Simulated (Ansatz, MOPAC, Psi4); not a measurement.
System: Si$_{2}$, charge 0, multiplicity 3. SMILES: [Si]=[Si]
Geometry: optimised at B3LYP-D3(BJ)/def2-TZVP (Ansatz, a quantum-chemistry and plane-wave program).

Property: vertical ionisation energy to the quartet, in eV. Conventions: open shells spin-unrestricted; valence correlation only; non-relativistic; 6-311+G** with 5d, 6d on Na to Ar in Ansatz; no spin-orbit coupling; 6-31G* and kin with 6d, 5d where marked; each state is the SCF solution reached for its charge and spin; PM7 with its own dispersion and hydrogen-bond terms. Ab initio and DFT rows: single points at B3LYP-D3(BJ) geometries (Ansatz). Semi-empirical rows: differences of heats of formation at the shared geometry for vertical values.

```tsv
level	program	vertical ionisation energy to the quartet (eV)
PM6	MOPAC	6.95
PM7	MOPAC	7.50
MNDO	MOPAC	5.95
HF/6-31G*	Ansatz	7.17
HF/6-311+G**	Ansatz	7.17
PBE/6-31G*	Ansatz	7.82
PBE/6-311+G**	Ansatz	7.83
B3LYP/STO-3G	Ansatz	3.99
B3LYP/3-21G	Ansatz	7.92
B3LYP/6-31G*	Ansatz	7.90
B3LYP/6-311+G**	Ansatz	7.92
wB97X-D/6-31G*	Psi4	7.69
MP2/6-31G*	Ansatz	7.36
PBE/def2-TZVPD	Ansatz	7.80
```

No value to compare with is used here. The 13 habitual levels span 3.99 (B3LYP/STO-3G) to 7.92 eV (B3LYP/3-21G); PBE/def2-TZVPD gives 7.80.

The levels are drawn from those run, B3LYP/6-31G* more often than the rest, none by its result; left out are runs that failed, that the program found above a lower state of the same kind, or whose <S^2> lies over 0.5 above the pure value.
